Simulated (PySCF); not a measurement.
C₄H₁₂P₂.
SMILES with atom numbers: `[CH3:1][C:2]([CH3:3])([CH3:4])[PH:5][PH2:6]` (hydrogens: H7, H8, H9 on C1; H10, H11, H12 on C3; H13, H14, H15 on C4; H16 on P5; H17, H18 on P6)

The same species was optimised twice, with GFN2-xTB and with PBE0-D3(BJ)/def2-SVP (PySCF), and the same property calculations (PySCF, gas phase) were run on both structures.

```tsv
coordinate	GFN2-xTB	PBE0-D3(BJ)/def2-SVP	change
P5–P6 (Å)	2.159	2.239	+0.080
C2–P5 (Å)	1.894	1.896	+0.002
C2–C4 (Å)	1.528	1.529	+0.001
C1–C2 (Å)	1.526	1.525	-0.001
C2–C3 (Å)	1.530	1.531	+0.001
C1–C2–P5 (°)	112.1	113.4	+1.3
C3–C2–P5 (°)	106.9	105.6	-1.3
C4–C2–P5 (°)	107.9	107.1	-0.8
C1–C2–C4 (°)	110.1	110.4	+0.3
C2–P5–P6 (°)	100.0	100.3	+0.3
C1–C2–C3 (°)	109.9	110.1	+0.2
C3–C2–C4 (°)	109.9	110.0	+0.1
C1–C2–P5–P6 (°)	58	54	-4
```

Rotational constants: A = 3476, B = 1478, C = 1367 MHz (GFN2-xTB) against A = 3421, B = 1432, C = 1323 MHz (PBE0-D3(BJ)/def2-SVP).

On the GFN2-xTB structure: lowest singlet, TDDFT (eV) 5.70 [CAM-B3LYP/def2-SVPD]; isotropic polarisability (au) 101.6 [CAM-B3LYP/def2-SVPD]; HOMO (eV) -7.65 [CAM-B3LYP/def2-SVPD]; LUMO (eV) 1.06 [CAM-B3LYP/def2-SVPD]; dipole (D) 0.77 [CAM-B3LYP/def2-SVPD]; HOMO (eV) -6.45 [PBE0/pcSseg-1]; LUMO (eV) 0.30 [PBE0/pcSseg-1]; dipole (D) 0.75 [PBE0/pcSseg-1]; GIAO shielding of C1/C3/C4 (mean) (ppm) 155.0 [PBE0/pcSseg-1]; GIAO shielding of C2 (ppm) 156.3 [PBE0/pcSseg-1]; GIAO shielding of P5 (ppm) 405.9 [PBE0/pcSseg-1]; GIAO shielding of P6 (ppm) 551.9 [PBE0/pcSseg-1].

Task: What do these properties become on the PBE0-D3(BJ)/def2-SVP structure?

Result: 
```json
{"property": "lowest singlet, TDDFT (eV)", "level": "CAM-B3LYP/def2-SVPD", "on GFN2-xTB": "5.70", "on PBE0-D3(BJ)/def2-SVP": "5.59", "change": "-0.11"}
{"property": "isotropic polarisability (au)", "level": "CAM-B3LYP/def2-SVPD", "on GFN2-xTB": "101.6", "on PBE0-D3(BJ)/def2-SVP": "105.0", "change": "+3.4"}
{"property": "HOMO (eV)", "level": "CAM-B3LYP/def2-SVPD", "on GFN2-xTB": "-7.65", "on PBE0-D3(BJ)/def2-SVP": "-7.72", "change": "-0.07"}
{"property": "LUMO (eV)", "level": "CAM-B3LYP/def2-SVPD", "on GFN2-xTB": "1.06", "on PBE0-D3(BJ)/def2-SVP": "0.92", "change": "-0.14"}
{"property": "dipole (D)", "level": "CAM-B3LYP/def2-SVPD", "on GFN2-xTB": "0.77", "on PBE0-D3(BJ)/def2-SVP": "0.80", "change": "+0.03"}
{"property": "energy, GFN2-xTB geometry as zero (kcal/mol)", "level": "CAM-B3LYP/def2-SVPD", "on GFN2-xTB": "0.0", "on PBE0-D3(BJ)/def2-SVP": "-2.5", "change": "-2.5"}
{"property": "HOMO (eV)", "level": "PBE0/pcSseg-1", "on GFN2-xTB": "-6.45", "on PBE0-D3(BJ)/def2-SVP": "-6.53", "change": "-0.08"}
{"property": "LUMO (eV)", "level": "PBE0/pcSseg-1", "on GFN2-xTB": "0.30", "on PBE0-D3(BJ)/def2-SVP": "0.06", "change": "-0.24"}
{"property": "dipole (D)", "level": "PBE0/pcSseg-1", "on GFN2-xTB": "0.75", "on PBE0-D3(BJ)/def2-SVP": "0.77", "change": "+0.02"}
{"property": "energy, GFN2-xTB geometry as zero (kcal/mol)", "level": "PBE0/pcSseg-1", "on GFN2-xTB": "0.0", "on PBE0-D3(BJ)/def2-SVP": "-2.5", "change": "-2.5"}
{"property": "GIAO shielding of C1/C3/C4 (mean) (ppm)", "level": "PBE0/pcSseg-1", "on GFN2-xTB": "155.0", "on PBE0-D3(BJ)/def2-SVP": "153.1", "change": "-1.9"}
{"property": "GIAO shielding of C2 (ppm)", "level": "PBE0/pcSseg-1", "on GFN2-xTB": "156.3", "on PBE0-D3(BJ)/def2-SVP": "155.3", "change": "-1.0"}
{"property": "GIAO shielding of P5 (ppm)", "level": "PBE0/pcSseg-1", "on GFN2-xTB": "405.9", "on PBE0-D3(BJ)/def2-SVP": "383.8", "change": "-22.1"}
{"property": "GIAO shielding of P6 (ppm)", "level": "PBE0/pcSseg-1", "on GFN2-xTB": "551.9", "on PBE0-D3(BJ)/def2-SVP": "525.4", "change": "-26.5"}
```

The heavy atoms differ by 0.045 Å rms after alignment. Among bonds between heavy atoms P5–P6 changes most (+0.080 Å). Changes are differences of the printed values. Neither structure is proved a minimum here.

Shape of the structure used: `[CH3:1][C:2]([CH3:3])([CH3:4])[PH:5][PH2:6]`: C1–C2–P5–P6 54°, H–P6–P5–C2 -158°, H–P6–P5–C2 109°.
